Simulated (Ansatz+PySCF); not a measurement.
Values are calculated unless marked as measured or tabulated.
Input for PySCF 2.14.0:

```python
from pyscf import gto, scf, cc

mol = gto.M(atom="""
Cl 0.000000 0.000000 0.000000
H 1.050650 0.000000 0.881600
H -1.192210 0.000000 1.000380
""", basis='6-31g', charge=1, spin=2)
mf = scf.UHF(mol)
mf.kernel()
mycc = cc.CCSD(mf, frozen=5).run()
et = mycc.ccsd_t()
print(mf.e_tot, mycc.e_corr, et, mycc.e_tot + et)
```

The script is written out from the run's settings.

Output:

```json
{
 "Converged": "yes",
 "Reference energy": "-459.99956 hartree",
 "CCSD correlation energy": "-0.04795 hartree",
 "Triples correction": "-0.00044 hartree",
 "Total energy": "-460.04794 hartree",
 "Spin squared of the determinant": "2.007"
}
```
